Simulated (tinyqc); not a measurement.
UHF in the sto-3g basis, for LiH+, spin multiplicity 2, step by step (part 2 of 2). Computed by tinyqc, a small Python program that keeps every step (integrals from PySCF). Command: `OMP_NUM_THREADS=1 python tinyqc.py 31069 31070 out.jsonl` (the two numbers bound the seeds that draw the settings). One thread of a shared host (Intel(R) Xeon(R) Processor @ 2.60GHz), about 0.08 s of CPU time with the checks.

Geometry (angstrom):
```
atom,x,y,z
Li,0.000000,0.000000,0.000000
H,0.000000,0.000000,1.445000
```

## Iteration 15 (converged): orbitals

converged F(alpha) (hartree):
```
,1Li 1s,1Li 2s,1Li 2px,1Li 2py,1Li 2pz,2H 1s
1Li 1s,-2.736380,-0.731598,0.000000,0.000000,-0.003363,-0.292238
1Li 2s,-0.731598,-0.480415,0.000000,0.000000,-0.165923,-0.476056
1Li 2px,0.000000,0.000000,-0.106587,0.000000,0.000000,0.000000
1Li 2py,0.000000,0.000000,0.000000,-0.106587,0.000000,0.000000
1Li 2pz,-0.003363,-0.165923,0.000000,0.000000,-0.326147,-0.534131
2H 1s,-0.292238,-0.476056,0.000000,0.000000,-0.534131,-0.827599
```

converged F(beta) (hartree):
```
,1Li 1s,1Li 2s,1Li 2px,1Li 2py,1Li 2pz,2H 1s
1Li 1s,-2.727190,-0.730778,0.000000,0.000000,-0.003264,-0.288797
1Li 2s,-0.730778,-0.378409,0.000000,0.000000,-0.027289,-0.228066
1Li 2px,0.000000,0.000000,-0.094607,0.000000,0.000000,0.000000
1Li 2py,0.000000,0.000000,0.000000,-0.094607,0.000000,0.000000
1Li 2pz,-0.003264,-0.027289,0.000000,0.000000,-0.134184,-0.183848
2H 1s,-0.288797,-0.228066,0.000000,0.000000,-0.183848,-0.128655
```

X:
```
,1Li 1s,1Li 2s,1Li 2px,1Li 2py,1Li 2pz,2H 1s
1Li 1s,1.022969,-0.124710,0.000000,0.000000,0.000591,-0.006573
1Li 2s,-0.124710,1.135046,0.000000,0.000000,0.139121,-0.323388
1Li 2px,0.000000,0.000000,1.000000,0.000000,0.000000,0.000000
1Li 2py,0.000000,0.000000,0.000000,1.000000,0.000000,0.000000
1Li 2pz,0.000591,0.139121,0.000000,0.000000,1.172401,-0.401385
2H 1s,-0.006573,-0.323388,0.000000,0.000000,-0.401385,1.284681
```

Diagonalise F' = X^T F X, C = X C', fill 2 alpha and 1 beta electrons from the bottom; D(s) = C_occ C_occ^T. Each column has its largest component positive (the first on a tie).

F' = X^T F X (alpha) (hartree):
```
,1,2,3,4,5,6
1,-2.681192,-0.361870,0.000000,0.000000,0.021262,-0.070003
2,-0.361870,-0.225548,0.000000,0.000000,0.008471,-0.267572
3,0.000000,0.000000,-0.106587,0.000000,0.000000,0.000000
4,0.000000,0.000000,0.000000,-0.106587,0.000000,0.000000
5,0.021262,0.008471,0.000000,0.000000,-0.089169,-0.363546
6,-0.070003,-0.267572,0.000000,0.000000,-0.363546,-0.563640
```

orbital energies (alpha) (hartree): MO1 -2.738790, MO2 -0.832887, MO3 -0.153355, MO4 -0.106587, MO5 -0.106587, MO6 0.165484

coefficients C (alpha):
```
,MO1,MO2,MO3,MO4,MO5,MO6
1Li 1s,0.991773,-0.135825,-0.231583,0.000000,0.000000,-0.079805
1Li 2s,0.027973,0.151929,0.930455,0.000000,0.000000,0.733624
1Li 2px,0.000000,0.000000,0.000000,0.082802,0.996566,0.000000
1Li 2py,0.000000,0.000000,0.000000,0.996566,-0.082802,0.000000
1Li 2pz,-0.000686,0.188406,-0.450874,0.000000,0.000000,1.147259
2H 1s,0.010250,0.823425,-0.167622,0.000000,0.000000,-1.099958
```

F' = X^T F X (beta) (hartree):
```
,1,2,3,4,5,6
1,-2.669830,-0.370685,0.000000,0.000000,0.009444,-0.098789
2,-0.370685,-0.186926,0.000000,0.000000,0.057418,-0.180392
3,0.000000,0.000000,-0.094607,0.000000,0.000000,0.000000
4,0.000000,0.000000,0.000000,-0.094607,0.000000,0.000000
5,0.009444,0.057418,0.000000,0.000000,-0.022879,-0.218645
6,-0.098789,-0.180392,0.000000,0.000000,-0.218645,0.100130
```

orbital energies (beta) (hartree): MO1 -2.729455, MO2 -0.240441, MO3 -0.138713, MO4 -0.094607, MO5 -0.094607, MO6 0.329103

coefficients C (beta):
```
,MO1,MO2,MO3,MO4,MO5,MO6
1Li 1s,0.992180,-0.216003,-0.168052,0.000000,0.000000,0.052346
1Li 2s,0.029343,0.648527,0.705968,0.000000,0.000000,-0.712725
1Li 2px,0.000000,0.000000,0.000000,-0.234107,0.972211,0.000000
1Li 2py,0.000000,0.000000,0.000000,0.972211,0.234107,0.000000
1Li 2pz,-0.000024,0.351502,-0.678964,0.000000,0.000000,-0.985111
2H 1s,0.003191,0.373879,-0.199568,0.000000,0.000000,1.317769
```

D(alpha) after iteration 15:
```
,1Li 1s,1Li 2s,1Li 2px,1Li 2py,1Li 2pz,2H 1s
1Li 1s,1.002061,0.007107,0.000000,0.000000,-0.026271,-0.101676
1Li 2s,0.007107,0.023865,0.000000,0.000000,0.028605,0.125389
1Li 2px,0.000000,0.000000,0.000000,0.000000,0.000000,0.000000
1Li 2py,0.000000,0.000000,0.000000,0.000000,0.000000,0.000000
1Li 2pz,-0.026271,0.028605,0.000000,0.000000,0.035497,0.155131
2H 1s,-0.101676,0.125389,0.000000,0.000000,0.155131,0.678133
```

D(beta) after iteration 15:
```
,1Li 1s,1Li 2s,1Li 2px,1Li 2py,1Li 2pz,2H 1s
1Li 1s,0.984422,0.029113,0.000000,0.000000,-0.000023,0.003166
1Li 2s,0.029113,0.000861,0.000000,0.000000,-0.000001,0.000094
1Li 2px,0.000000,0.000000,0.000000,0.000000,0.000000,0.000000
1Li 2py,0.000000,0.000000,0.000000,0.000000,0.000000,0.000000
1Li 2pz,-0.000023,-0.000001,0.000000,0.000000,0.000000,0.000000
2H 1s,0.003166,0.000094,0.000000,0.000000,0.000000,0.000010
```

Within a degenerate level the vectors are fixed only up to a rotation; this is one choice.

## Convergence

Stop when the energy changes by less than 1e-08 hartree and every element of the error matrix X^T (F D S - S D F) X (for each spin) is below 3e-05.

Course of the cycle:
```
iteration,E (hartree),change,largest element of the error matrix
1,-7.58901403,-,1.12e-01
2,-7.59684667,-7.83e-03,5.53e-02
3,-7.60024287,-3.40e-03,2.28e-02
4,-7.60153164,-1.29e-03,9.50e-03
5,-7.60198817,-4.57e-04,4.24e-03
6,-7.60214463,-1.56e-04,2.45e-03
7,-7.60219741,-5.28e-05,1.40e-03
8,-7.60221499,-1.76e-05,8.01e-04
9,-7.60222080,-5.81e-06,4.59e-04
10,-7.60222272,-1.92e-06,2.63e-04
11,-7.60222335,-6.30e-07,1.51e-04
12,-7.60222356,-2.07e-07,8.68e-05
13,-7.60222362,-6.80e-08,5.01e-05
14,-7.60222365,-2.24e-08,2.89e-05
15,-7.60222365,-7.39e-09,1.68e-05
```

PySCF UHF in the same basis, after a stability check = -7.60222366 hartree

Converged in 15 iterations.

## Populations, bond orders and dipole

overlap S:
```
,1Li 1s,1Li 2s,1Li 2px,1Li 2py,1Li 2pz,2H 1s
1Li 1s,1.000000,0.241137,0.000000,0.000000,0.000000,0.092392
1Li 2s,0.241137,1.000000,0.000000,0.000000,0.000000,0.433957
1Li 2px,0.000000,0.000000,1.000000,0.000000,0.000000,0.000000
1Li 2py,0.000000,0.000000,0.000000,1.000000,0.000000,0.000000
1Li 2pz,0.000000,0.000000,0.000000,0.000000,1.000000,0.538181
2H 1s,0.092392,0.433957,0.000000,0.000000,0.538181,1.000000
```

Mulliken: Z minus the diagonal of D S on the atom; Loewdin: the same with S^(1/2) D S^(1/2); Mayer order: 2 sum_s sum (D(s) S)_ij (D(s) S)_ji over the two atoms.

Charges (e):
```
atom,Mulliken,Loewdin,Mulliken spin
1Li,0.806984,0.725575,0.193702
2H,0.193016,0.274425,0.806298
```

Mayer bond orders:
```
pair,order
2-1,0.312629
```

dipole moment about the origin, x y z (debye): 0.000000  0.000000  0.306431

<S^2> of the determinant (pure state: 0.75) = 0.750004
